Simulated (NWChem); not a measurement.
# AlCl (aluminium monochloride) at 6 levels

Wanted: a comparison of 6 runs (HF/def2-SVP, B3LYP/6-31G*, B3LYP/cc-pVTZ, MP2/aug-cc-pVTZ, CCSD/aug-cc-pVTZ, CCSD(T)/6-311G**) of AlCl (aluminium monochloride). 

The calculation is run with NWChem 7.3.0.

1 further run of the same task is left out (set aside as unsound or not needed).

## 1. The molecule

AlCl: 2 atoms, total charge 0, spin state singlet. SMILES: `[Al][Cl]`. Geometry: the measured bond length.

Bond lengths: Al1–Cl2 2.130 Å.

## 2. Energy and gradient at HF/def2-SVP (run 1)

The input, alcl.nw:

```
start alcl
memory stack 880 mb heap 220 mb global 1100 mb
charge 0

geometry noautosym nocenter noautoz
Al    0.000000    0.000000    0.000000
Cl    0.000000    0.000000    2.130113
end

basis spherical bse
Al library def2-SVP
Cl library def2-SVP
end

scf
thresh 1e-08
maxiter 80
end

task scf gradient
```

The run is started by

```
$ nwchem alcl.nw > alcl.out
```

Log:

```text
[...]
  functions       =    36
[...]
  wavefunction    = RHF
[...]
         Total SCF energy =   -701.255334152428
      One-electron energy =  -1081.792339998953
      Two-electron energy =    325.634673421468
 Nuclear repulsion energy =     54.902332425056
        Time for solution =      0.9s
[...]
                         RHF ENERGY GRADIENTS
    atom               coordinates                        gradient
                 x          y          z           x          y          z
   1 Al      0.000000   0.000000   0.000000    0.000000  -0.000000   0.004972
   2 Cl      0.000000   0.000000   4.025330   -0.000000   0.000000  -0.004972
[...]
```

Wall time 1.8 s (1 thread of Intel Xeon Platinum 8488C (Sapphire Rapids), shared host); peak memory 0.099 GiB.

## 3. Energy and forces at B3LYP/6-31G(d) (spherical functions) (run 2)

The input, input.nw:

```
START input
TITLE "AlCl"
memory total 2200 mb

GEOMETRY units angstroms noautosym nocenter noautoz
  Al       0.000000       0.000000       0.000000
  Cl       0.000000       0.000000       2.130113
END

BASIS "ao basis" spherical bse
  * library 6-31G*
END

DFT
  xc b3lyp
  grid xfine
  convergence energy 1e-08
  iterations 100
  mulliken
END

TASK dft gradient
```

The run is started by

```
$ nwchem input.nw > input.out
```

Log:

```text
[...]
          Wavefunction type:  closed shell.
          No. of atoms     :     2
          No. of electrons :    30
[...]
          Charge           :     0
          Spin multiplicity:     1
[...]
          AO basis - number of functions:    36
[...]
              XC Information
              --------------
                         B3LYP Method XC Potential
                     Hartree-Fock (Exact) Exchange  0.200
                        Slater Exchange Functional  0.800 local
                    Becke 1988 Exchange Functional  0.720 non-local
              Lee-Yang-Parr Correlation Functional  0.810
                  VWN I RPA Correlation Functional  0.190 local
[...]
 d= 0,ls=0.0,diis     1   -702.6543026758 -7.58D+02  2.65D-02  1.72D-01     0.5
[...]
 d= 0,ls=0.0,diis     8   -702.6820475821 -1.27D-10  1.60D-07  2.44D-11     2.8
         Total DFT energy =     -702.682047582142
      One electron energy =    -1082.194847570772
           Coulomb energy =      371.546403653565
    Exchange-Corr. energy =      -46.935936089991
 Nuclear repulsion energy =       54.902332425056
[...]
      Total Density - Mulliken Population Analysis
     ---------------------------------------------
    Atom       Charge   Shell Charges
 -----------   ------   -------------------------------------------------------
    1 Al  13    12.71   2.00  2.00  5.96  1.30  0.61  0.66  0.09  0.09
    2 Cl  17    17.29   2.00  2.00  5.97  1.41  3.63  0.53  1.74  0.01
[...]
  wavefunction    = closed shell
                         DFT ENERGY GRADIENTS
    atom               coordinates                        gradient
                 x          y          z           x          y          z
   1 Al      0.000000   0.000000   0.000000   -0.000000  -0.000000   0.010445
   2 Cl      0.000000   0.000000   4.025330    0.000000   0.000000  -0.010445
[...]
```

Wall time 4.8 s (1 thread of Intel Xeon Platinum 8488C (Sapphire Rapids), shared host); peak memory 0.11 GiB.

Runs 3 to 5 aren't shown in full; the table further down has their settings and results.

## 4. The energy at CCSD(T)/6-311G(d,p) (run 6)

The input, mol.nw:

```
start mol
title "AlCl"
memory 2200 mb

geometry noautosym nocenter noautoz
Al     0.000000     0.000000     0.000000
Cl     0.000000     0.000000     2.130113
end

basis spherical bse
* library 6-311G**
end

scf
thresh 1e-08
maxiter 80
end

ccsd
freeze core 10
maxiter 60
end

task ccsd(t) energy
```

The run is started by

```
$ nwchem mol.nw > mol.out
```

Log:

```text
[...]
  functions       =    52
[...]
  wavefunction    = RHF
[...]
         Total SCF energy =   -701.489729941899
      One-electron energy =  -1081.923360523973
      Two-electron energy =    325.531298157018
 Nuclear repulsion energy =     54.902332425056
        Time for solution =      1.9s
[...]
 Total MP2 energy:           -701.669265104795500
[...]
             energy      energy      error      ampl     ampl      Block
                                                time     time      time
[...]
 Total CCSD energy:           -701.692890161642708
[...]
 Total CCSD+T(CCSD) energy:           -701.698496462215758
[...]
 Total CCSD(T) energy:                -701.698308025587835
[...]
```

Run time: 10 s. Hardware: 1 thread of Intel Xeon Platinum 8488C (Sapphire Rapids), shared host; peak memory 0.11 GiB.

## 5. All runs side by side

| run | level | iteration cap | module | energy (Eh) | dipole moment (D) | HOMO energy (eV) | LUMO energy (eV) | wall time |
| --- | --- | --- | --- | --- | --- | --- | --- | --- |
| 1 | HF/def2-SVP | 80 | scf | -701.255334 | 1.29 | -8.90 | 1.17 | 1.8 s |
| 2 | B3LYP/6-31G* (spherical functions) | 100 | dft | -702.682048 | 1.57 | -6.83 | -1.79 | 4.8 s |
| 3 | B3LYP/cc-pVTZ | 100 | dft | -702.749396 | 1.49 | -6.80 | -1.77 | 37 s |
| 4 | MP2/aug-cc-pVTZ | 80 | mp2 | -701.757306 | 1.52 | – | – | 2.7 min |
| 5 | CCSD/aug-cc-pVTZ | 80 | ccsd | -701.782494 | – | -8.98 | 0.47 | 3.4 min |
| 6 | CCSD(T)/6-311G** | 80 | ccsd(t) | -701.698308 | – | -9.08 | 0.73 | 10 s |

## 6. Outcome

```
                                           quantity          value
                                run 6: total energy  -701.69831 Eh
         run 6: HOMO energy (Hartree–Fock orbitals)       -9.08 eV
         run 6: LUMO energy (Hartree–Fock orbitals)        0.73 eV
       run 6: HOMO–LUMO gap (Hartree–Fock orbitals)        9.80 eV
run 6: correlation energy (10 core orbitals frozen)     -208.6 mEh
                              run 6: (T) correction      -5.42 mEh
```

**Reading.** Over runs 1, 2, 3, 4 the dipole moment (its size) runs from 1.29 D (HF/def2-SVP) to 1.57 D (B3LYP/6-31G*). The two ends differ in method and basis. Over runs 1, 2, 3 the HOMO–LUMO gap runs from 5.03 eV (B3LYP/cc-pVTZ) to 10.07 eV (HF/def2-SVP). All runs together took 7 min, the longest 3.4 min.
